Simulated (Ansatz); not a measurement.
A made-up structure of CH$_{4}$BSi, doublet:

B1  (-1.082, -0.442, -0.562)
C2  (0.035, 0.251, -0.977)
Si3  (0.559, 0.118, 0.757)
H4  (0.751, -0.520, -1.104)
H5  (0.533, 0.711, -1.818)
H6  (0.445, 1.249, 1.710)
H7  (1.583, -0.859, 1.202)
(Å)

It is relaxed with PBE-D4/def2-SVP and then PBE0-D4/def2-TZVP (Ansatz 0.2.0). Atoms count as bonded within 1.22 times the sum of their covalent radii (H–H: 0.88 Å). The end point is not checked to be a true minimum.

Problem. Does its bonding change? (A judgement: the text doesn't fix the answer.)

Solution. By the calculation: No: no bond forms or breaks.

Where it ends: The first stage lowers the energy by 1.50 eV in 10 steps. It ends as CH₄BSi ([B]1[CH2][SiH2]1):
```xyz
7
angstrom
B -1.0340 -0.2044 -0.3692
C 0.2181 0.0599 -1.1202
Si 0.3664 0.0571 0.9106
H 1.0019 -0.6937 -1.2494
H 0.3056 0.8534 -1.8624
H 0.4525 1.2831 1.7414
H 1.5138 -0.8472 1.1581
```

Labels in which every atom is bracketed show which atoms are joined, not bond orders.

For scale, one of the runs: PBE0-D4/def2-TZVP relaxation, 123 basis functions, launched by `ansatz run in.yaml --threads 2 --pin off --events-out ev --progress --plain --max-ram 4352MiB`. Hardware: 2 CPU threads of an Arm Neoverse V1, shared host. Wall time about 32 s.
